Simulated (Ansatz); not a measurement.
Results of LC-ωPBE in Ansatz (plane waves, PAW) for hcp Be.

Numerical settings: plane-wave cutoff 460 eV, 15×15×8 k mesh (along the axes of the cell as run), Fermi–Dirac smearing 0.05 eV, scalar-relativistic PAW data made under PBE.

Computed at the level's own relaxed cell.

Q: Predict the lattice constant a and lattice parameter c.

A: 
lattice constant a: 2.243 Å
lattice parameter c: 3.547 Å

Measured, for comparison: lattice constant a 2.286 Å (293 K, no zero-point or thermal correction, our sources range from 2.286 to 2.290; as tabulated in Wikipedia's data pages); lattice parameter c 3.584 Å (293 K, no zero-point or thermal correction; as tabulated in Wikipedia's data pages). Computed (rounded) less measured: lattice constant a -1.9 % (-1.9 % to -2.1 % over the range), lattice parameter c -1.0 %. A static lattice is as a rule a little smaller and stiffer than an uncorrected measurement, which narrows the difference in the lattice constant a, lattice parameter c and would widen misses of the other sign.

The computed numbers hold no vibrational or temperature effects.

It cost around 30 core-minutes (rough) of CPU time.

Ansatz is a quantum-chemistry and plane-wave program.
